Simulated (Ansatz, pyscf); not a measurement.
`[CH][NH2]` [singlet] -> `[CH2]=[NH]`, a hydrogen shift on the singlet surface: H–N broken, C–H formed. Single points on ωB97X-D3(BJ)/def2-SVP structures (PySCF, gas phase). Wave-function energies: Ansatz (an electronic-structure program), frozen core, RHF or UHF references. In kJ/mol, from the reactant's lowest minimum found.

| level | barrier | reaction energy |
|---|---|---|
| ωB97X-D3(BJ)/def2-TZVP | 215.24 | -143.54 |
| B3LYP-D3(BJ)/def2-TZVP | 211.25 | -145.60 |
| CCSD(T)/cc-pV(D+d)Z | 209.77 | -151.74 |
| CCSDT(Q)/cc-pV(D+d)Z | 208.57 | -151.65 |
| CCSD(T)/cc-pV(T+d)Z | 210.79 | -149.51 |
| CCSD(T)/cc-pV(Q+d)Z | 210.76 | -149.13 |

In cc-pV(D+d)Z, going from CCSD(T) to CCSDT(Q) shifts the barrier by -1.20 and the reaction energy by +0.09 kJ/mol. With HF in the quadruple-zeta basis and the correlation energy extrapolated as X⁻³ from X = 3, 4, CCSD(T) gives 210.85 and -148.70; adding the double-zeta shift gives ΔE‡ = 209.65 and ΔE = -148.61 kJ/mol, without core correlation, relativity or geometry relaxation at these levels. One saddle was located; it need not be the lowest between these sides.
